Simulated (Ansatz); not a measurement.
## Worked example: the barrier

An elementary step of C2H10Si, singlet (C₂H₈Si (C[SiH2]C) + H₂ → CH₆Si ([CH3][SiH3]) + CH₄; bonds formed: Si1–H7, C2–H6; bonds broken: Si1–C2, H6–H7). “Start” is the structure reached by relaxing down from the saddle towards the reactants; PBE0-D4/def2-TZVP structures. The saddle:

Si1  (-0.549, 0.281, 0.322)
C2  (0.634, -1.538, 0.555)
H3  (-1.602, -0.705, -0.159)
H4  (-1.128, 0.764, 1.603)
C5  (-0.380, 1.396, -1.169)
H6  (0.944, -0.235, 0.778)
H7  (0.964, 0.896, 0.883)
H8  (-0.064, -2.061, 1.207)
H9  (0.545, -1.888, -0.473)
H10  (1.657, -1.729, 0.905)
H11  (0.356, 0.970, -1.856)
H12  (-0.042, 2.396, -0.895)
H13  (-1.335, 1.453, -1.700)
(Å)

Program: Ansatz 0.2.0. Basis: def2-TZVPP and def2-QZVPP. Cores are frozen in the correlated methods.

Energies in eV:

| quantity | saddle | start |
| --- | --- | --- |
| Hartree–Fock, triple zeta (X = 3) | -10078.49111 | -10082.27285 |
| Hartree–Fock, quadruple zeta (X = 4) | -10078.87035 | -10082.64655 |
| MP2 correlation, X = 3 | -14.93482 | -14.33119 |
| MP2 correlation, X = 4 | -15.85166 | -15.23866 |
| CCSD(T) correlation, X = 3 | -16.98036 | -16.37891 |

Q: Work out the barrier at the basis limit: extrapolate Hartree–Fock as E(X) = E∞ + A exp(−7.88 √X) and the MP2 correlation as E(X) = E∞ + B X^−2.97 (the exponents that Neese and Valeev fitted for def2-TZVPP and QZVPP), then add CCSD(T) − MP2 in triple zeta.

A: Each step is linear, so take the differences first (saddle − start): Hartree–Fock 3.78174 (X = 3) and 3.77620 (X = 4); MP2 correlation -0.60363 and -0.61300; CCSD(T) correlation -0.60145.
Two points give E∞ = E(4) + w [E(4) − E(3)], with w = 1/(exp(7.88 (2 − √3)) − 1) = 0.1377 for Hartree–Fock and w = 1/((4/3)^2.97 − 1) = 0.7407 for the correlation.
Hartree–Fock: 3.77620 + 0.1377 × (-0.00554) = 3.7754 eV.
MP2 correlation: -0.61300 + 0.7407 × (-0.00937) = -0.6199 eV.
CCSD(T) − MP2: -0.60145 − (-0.60363) = 0.0022 eV.
Sum: 3.7754 + (-0.6199) + 0.0022 = 3.1577 eV, or 72.82 kcal/mol. Plain CCSD(T) in triple zeta gives 3.1803 eV, so the larger basis shifts the result by -0.0226 eV.

T1 diagnostic: at most 0.011.

Labels in which every atom is bracketed show which atoms are joined, not bond orders.

For scale, one of the runs: CCSD(T)/def2-TZVPP, 244 basis functions, launched by `ansatz run in.yaml --threads 4 --pin off --events-out ev --progress --plain --max-ram 9574MiB`. Hardware: 4 CPU threads of an Intel Xeon, shared host. Wall time 100 s; peak host memory 4.8 GiB.
